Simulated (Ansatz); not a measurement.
# CH2ClFO: basis-set convergence

An exercise on one series of results from a longer session: the logs are not shown, and one member is left open.

Program: Ansatz 0.2.0, Gaussian basis. Level of theory: one geometry, several basis sets. These are calculated values, not measurements.

The runs, in order: PBE0-D4/def2-SVP; ωB97M-V/def2-SVP; PBE0-D4/def2-QZVPP; ωB97M-V/def2-QZVPP; the functionals' def2-TZVPP values are taken from earlier runs.

## Structure used throughout

An earlier PBE0-D4 in a triple-zeta def2 set relaxation fixed the geometry.

SMILES `OC(F)Cl`, 6 atoms, charge 0, spin multiplicity 1.

Atoms are counted from 1 here; the program's logs count them from 0.

Bond lengths: O1–C2 1.346 Å, O1–H5 0.965 Å, C2–F3 1.357 Å, C2–Cl4 1.794 Å, C2–H6 1.088 Å. Angles: C2–O1–H5 109.3°, O1–C2–F3 111.5°, O1–C2–Cl4 112.4°, O1–C2–H6 109.1°, F3–C2–Cl4 106.8°, F3–C2–H6 109.3°, Cl4–C2–H6 107.6°.

Set-up of the first run:

The input, in.yaml:

```yaml
crystal:
  periodic: [false, false, false]
  atoms:
    - {symbol: O, position_ang: [0.504013, 0.977058, -0.218336]}
    - {symbol: C, position_ang: [0.086605, -0.212692, 0.253836]}
    - {symbol: F, position_ang: [0.593105, -1.241066, -0.471904]}
    - {symbol: Cl, position_ang: [-1.699426, -0.378660, 0.209471]}
    - {symbol: H, position_ang: [0.156415, 1.106978, -1.109436]}
    - {symbol: H, position_ang: [0.401389, -0.315517, 1.290269]}
basis:
  gaussian: {orbitals: def2-SVP}
hamiltonian: {xc: pbe0, dispersion: d4}
output: {orbitals: {seedname: orbitals}}
```

Steps of the session up to this table: PBE0-D4 in def2-SVP; ωB97M-V in def2-SVP; PBE0-D4 in def2-QZVPP; ωB97M-V in def2-QZVPP.

One table of the session follows, with a row left open; its other results are not shown here.

It belongs to the step «Density functionals: the series». 

| functional | basis | HOMO (eV) | LUMO (eV) |
| --- | --- | --- | --- |
| PBE0-D4 | def2-SVP | -8.87 | 1.11 |
| PBE0-D4 | def2-TZVPP | -9.08 | 0.46 |
| PBE0-D4 | def2-QZVPP | ? | ? |
| ωB97M-V | def2-SVP | -11.17 | 3.18 |
| ωB97M-V | def2-TZVPP | -11.43 | 2.37 |
| ωB97M-V | def2-QZVPP | -11.49 | 1.76 |

Estimate the missing values for PBE0-D4, def2-QZVPP.

**Answer.** HOMO (eV): -9.13; LUMO (eV): 0.17. In the column «HOMO (eV)» it lies between ωB97M-V, def2-SVP (-11.17) and PBE0-D4, def2-TZVPP (-9.08).
